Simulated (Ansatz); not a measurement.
System: rutile TiO₂. Method: PBE in Ansatz (PAW).

Settings: plane-wave cutoff 520 eV, 6×6×8 k mesh (along the axes of the cell as run), perturbation theory, no spin polarisation, scalar-relativistic PAW data made under PBE.

Cell (measured lattice):

Space group P4₂/mnm (No. 136); a = b = 4.594 Å, c = 2.958 Å, α = β = γ = 90.00°

```
atom  site  symmetry       x       y       z
----  ----  --------  ------  ------  ------
Ti      2a      m.mm  0.0000  0.0000  0.0000
O       4f      m.2m  0.3043  0.3043  0.0000
```

Problem. Give the computed high-frequency dielectric constant (mean over three axes) and static dielectric constant (mean over three axes).

Solution. 
- high-frequency dielectric constant (mean over three axes) = 7.84
- static dielectric constant (mean over three axes) = 1920

Measured, for comparison: high-frequency dielectric constant 6.34 (temperature not stated, not corrected to a static lattice, mean; as tabulated in Skone et al. (2014), arXiv:1501.03184); static dielectric constant 114 (temperature not stated, not corrected to a static lattice, mean of the two values across and the one along c; as tabulated in Harker's crystal data pages). Computed (rounded) less measured: high-frequency dielectric constant +24 %, static dielectric constant +1584 %.

Note: the cell isn't this level's own, so it is under some stress, which shifts stiffness and frequencies.

Cost on a shared machine: around 8 core-minutes (rough).

Ansatz is a program for electronic structure.
